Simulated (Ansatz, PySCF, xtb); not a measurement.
Bonds broken one at a time in the series Si NH2-H. All species are isolated molecules in the gas phase. One relaxed conformer stands for each flexible species; it need not be the lowest. Strings in code marks are SMILES.

Quantity: homolytic bond dissociation enthalpy at 298 K (no spin–orbit term), in kcal/mol. Thermal and zero-point terms are GFN2-xTB rigid-rotor harmonic values (xtb).

Level 1: PBE-D3(BJ)/def2-TZVP // CAM-B3LYP-D3(BJ)/def2-TZVP (PySCF)
Level 2: frozen-core MP2/cc-pVTZ // CAM-B3LYP-D3(BJ)/def2-TZVP (Ansatz, a program for electronic structure)
Level 3: B3LYP/3-21G // CAM-B3LYP-D3(BJ)/def2-TZVP (PySCF)
Level 4: PBE/6-31G* // CAM-B3LYP-D3(BJ)/def2-TZVP (PySCF)

```tsv
species	level 1	level 2	level 3	level 4
N–Si bond of `N[SiH3]`, giving `[NH2]` and `[SiH3]`	99.7	104.8	96.4	96.4
```
